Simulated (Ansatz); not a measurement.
**[H···H···SiH], doublet: the ladder up to full CI**

Geometry: a point of a hydrogen-transfer path between rigid fragments, not a stationary point.

```xyz
4

H    -2.6898    0.0479    0.0000
H    -1.5798    0.0479    0.0000
Si    0.1342    0.0479    0.0000
H     0.5306   -1.4316    0.0000
```

Basis 6-31G; Ansatz 0.2.0. Correlated methods freeze the noble-gas cores, which leaves 7 electrons in 14 orbitals. Prefix R: restricted or restricted open-shell reference; prefix U: unrestricted. Active spaces: valence = (7e, 7o) chosen from the atoms' valence shells; pair = (3e, 3o) about the gap.

Full CI is exact within this basis and frozen core; it isn't the basis-set limit. The frozen core follows each run's orbitals, which can shift R against U totals by a few meV.

HF rows: RHF is the determinant under the cluster runs. Coupled cluster chose its determinant by a search with trial CCSD, here up to 0.35 eV above the lowest Hartree–Fock solution of its kind, and MP2 stands on that determinant too. For open shells CISD and CISDTQ are restricted-active-space CI with the open shells as a complete middle space.

The UHF ⟨S²⟩ is 1.106, the ⟨S²⟩ of the determinant under UCCSD is 0.774 and the T1 diagnostic (RCCSD) is 0.0335. The largest doubles amplitude (RCCSD) is 0.162 and the T1 diagnostic (UCCSD) is 0.0445.

| level | E − E(full CI) (meV) | share of correlation (%) | wall time |
| --- | --- | --- | --- |
| RHF | 2493 | 0.00 | – |
| RMP2 | 890 | 64.29 | – |
| UMP2 | 909 | 63.54 | – |
| CISD† | 314 | – | 0.24 s |
| RCCSD | 56 | 97.74 | – |
| UCCSD | 58 | 97.67 | – |
| RCCSD(T) | 21 | 99.15 | 0.63 s |
| UCCSD(T) | 21 | 99.17 | 0.99 s |
| BCCD(T) | 22 | 99.12 | 0.6 s |
| RCCSDT | 2 | 99.93 | – |
| UCCSDT | 2 | 99.92 | – |
| RCCSDT(Q) | 1 | 99.97 | 1.8 s |
| UCCSDT(Q) | 1 | 99.97 | 2.1 s |
| RCCSDTQ | 0 | 100.00 | 9.5 s |
| UCCSDTQ | 0 | 100.00 | 10 s |
| CASSCF (pair space) | 1674 | 32.86 | – |
| NEVPT2 (pair space) | 591 | 76.28 | 0.24 s |
| MRCISD (pair space) | 96 | 96.14 | – |
| MRCISD+Q (pair space) | -16 | 100.65 | 0.54 s |
| CASSCF (valence space) | 599 | 75.96 | – |
| NEVPT2 (valence space) | 175 | 92.99 | 0.93 s |
| MRCISD (valence space) | 19 | 99.22 | – |
| MRCISD+Q (valence space) | 10 | 99.61 | 1.3 s |

A dagger marks rows that describe another state than the reference (another or a broken symmetry, a higher spin or other natural occupations), so the difference holds a gap between states beside the method's error.

The correlation energy at full CI, counted from RHF, is -2.493 eV. That run took 2.2 s on 1 thread of Arm Neoverse V2, shared host over 176,132 determinants.

Run but not shown, since their state, orbitals or frozen core can't be matched to the reference's or they repeat it: UHF, CISDTQ.

Times hold each run's SCF and search for its determinant on a shared host, so for small cases they say little of a method's own cost; they ran on 1 thread of Arm Neoverse V2. Some runs computed forces too.

Not variational, and here over 5 meV under the exact energy: MRCISD+Q (pair space).

The full-CI state has the irrep A'' of Cs, in the program's axes.

Natural occupations of full CI about the gap: 1.969 1.957 1.835 0.996 0.157 0.035 0.026 0.007 0.006 0.005; effectively unpaired electrons, Σ n²(2−n)², 1.19.
